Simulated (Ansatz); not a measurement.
# SiH₄ (triplet): wave-function methods side by side at scale of all distances = 0.869, 6-31G

Aim: climb from Hartree-Fock through coupled cluster and multireference methods for SiH₄ (triplet) at one geometry and basis, and see what each rung misses.

The runs use Ansatz 0.2.0, Gaussian basis; 6-31G, core rule «outside noble gas», up to 5 orbitals frozen.

The runs, in order: UHF; CCSD(T) on ROHF; CCSD(T) on UHF; BCCD(T) on ROHF; CISD; CCSDT(Q) on ROHF; CCSDT(Q) on UHF; CISDTQ; CCSDTQ on ROHF; CCSDTQ on UHF; CASSCF and MRCISD+Q, 4 electrons in 4 orbitals; CASSCF and NEVPT2, 4 electrons in 4 orbitals; CASSCF and MRCISD+Q, 8 electrons in 8 orbitals; CASSCF and NEVPT2, 8 electrons in 8 orbitals; Full CI.

14 further runs of the same task are left out: 12 that didn't finish, 2 set aside as unsound or not needed.

**1. The geometry**

The geometry derives from a PBE0/def2-TZVP stationary point (not a proven minimum). All distances are scaled together.

5 atoms, charge 0, spin multiplicity 3.

Atoms are counted from 1 here; the program's logs count them from 0.

Bond lengths: Si1–H2 1.329 Å, Si1–H3 1.329 Å, Si1–H4 1.329 Å, Si1–H5 1.329 Å. Angles: H2–Si1–H3 90.0°, H2–Si1–H4 90.0°, H2–Si1–H5 180.0°, H3–Si1–H4 180.0°, H3–Si1–H5 90.0°, H4–Si1–H5 90.0°.

Geometry (Å):

```csv
atom,x (Å),y (Å),z (Å)
Si1,0.0000,0.0000,0.0000
H2,-0.0100,0.9430,0.9364
H3,-0.0143,-0.9365,0.9429
H4,0.0143,0.9365,-0.9429
H5,0.0100,-0.9430,-0.9364
```

**2. UHF**

in.yaml reads:

```yaml
crystal:
  periodic: [false, false, false]
  atoms:
    - {symbol: Si, position_ang: [0.000000, 0.000000, 0.000000]}
    - {symbol: H, position_ang: [-0.010015, 0.942958, 0.936414]}
    - {symbol: H, position_ang: [-0.014336, -0.936462, 0.942854]}
    - {symbol: H, position_ang: [0.014336, 0.936462, -0.942854]}
    - {symbol: H, position_ang: [0.010015, -0.942958, -0.936414]}
basis:
  gaussian: {orbitals: 6-31G}
magnetization: {spin_polarized: true, initial_magnetization: 2}
hamiltonian: {xc: hf}
output: {orbitals: {seedname: orbitals}}
```

Command:

```bash
$ ansatz run in.yaml --threads 1 --pin off --events-out ev --progress --plain --max-ram 2393MiB
```

After this run come: CCSD(T) on ROHF; CCSD(T) on UHF; BCCD(T) on ROHF; CISD; CCSDT(Q) on ROHF; CCSDT(Q) on UHF; CISDTQ; CCSDTQ on ROHF; CCSDTQ on UHF; CASSCF and MRCISD+Q, 4 electrons in 4 orbitals; CASSCF and NEVPT2, 4 electrons in 4 orbitals; CASSCF and MRCISD+Q, 8 electrons in 8 orbitals; CASSCF and NEVPT2, 8 electrons in 8 orbitals; Full CI.

**Question.** What will the summary of the whole plan be? Wanted: FCI below the RHF energy; RMP2 from FCI; UMP2 from FCI; RCCSD from FCI; RCCSD(T) from FCI; UCCSD(T) from FCI; RCCSDT(Q) from FCI; UCCSDT(Q) from FCI; NEVPT2 pair from FCI.

The runs gave:

| quantity | value |
| --- | --- |
| FCI below the RHF energy | -2.2938 eV |
| RMP2 from FCI | +15.38 kcal/mol |
| UMP2 from FCI | +15.47 kcal/mol |
| RCCSD from FCI | +0.76 kcal/mol |
| RCCSD(T) from FCI | +0.19 kcal/mol |
| UCCSD(T) from FCI | +0.21 kcal/mol |
| RCCSDT(Q) from FCI | -0.01 kcal/mol |
| UCCSDT(Q) from FCI | -0.01 kcal/mol |
| NEVPT2 pair from FCI | +12.32 kcal/mol |
| MRCISD+Q pair from FCI | -0.29 kcal/mol |
| NEVPT2 valence from FCI | +4.89 kcal/mol |
| levels within 1 kcal/mol (43 meV) | RCCSD, UCCSD, RCCSD(T), UCCSD(T), BCCD(T), RCCSDT, UCCSDT, CISDTQ, RCCSDT(Q), UCCSDT(Q), RCCSDTQ, UCCSDTQ, MRCISD+Q pair, MRCISD valence, MRCISD+Q valence |
| T1 diagnostic | 0.016 |
| effectively unpaired electrons | 2.02 |

**Reading.** RCCSD(T) lands +0.19 kcal/mol from the yardstick (0.4 % of the correlation energy). MRCISD+Q pair falls below full CI: the +Q correction isn't variational, and the cores differ from full CI's. One determinant dominates. Of the multireference levels listed MRCISD+Q valence comes nearest in total energy (+0.07 kcal/mol), which doesn't show that its space is the better one. These misses are within one basis, not against nature; the frozen cores of restricted and unrestricted runs differ, which can shift their rows.
